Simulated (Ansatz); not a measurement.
We consider fluorite CdF2, described by PBE in Ansatz (PAW).

Run with plane-wave cutoff 520 eV, 8×8×8 k mesh, scalar-relativistic PAW data made under PBE.

Computed at the level's own relaxed cell.

Elastic tensor (GPa, Voigt notation, ions relaxed):

```
  163.7    58.3    58.3     0.0     0.0     0.0
   58.3   163.7    58.3     0.0     0.0     0.0
   58.3    58.3   163.7     0.0     0.0     0.0
    0.0     0.0     0.0    15.9     0.0     0.0
    0.0     0.0     0.0     0.0    15.9     0.0
    0.0     0.0     0.0     0.0     0.0    15.9
```

Worked from these constants: the tetragonal shear constant is C′ = (C11 − C12)/2 = 52.7 GPa against C44 = 15.9 GPa, so the C44 shear is the softer. The Zener ratio C44/C′ is 0.30 (1 for an isotropic solid), and the Cauchy pressure C12 − C44 is 42.4 GPa. With C11 + 2C12 = 280.3 GPa all three Born conditions hold; they don't test modes at the zone boundary.

Computed values are for the static lattice.

Ansatz is a program for electronic structure.
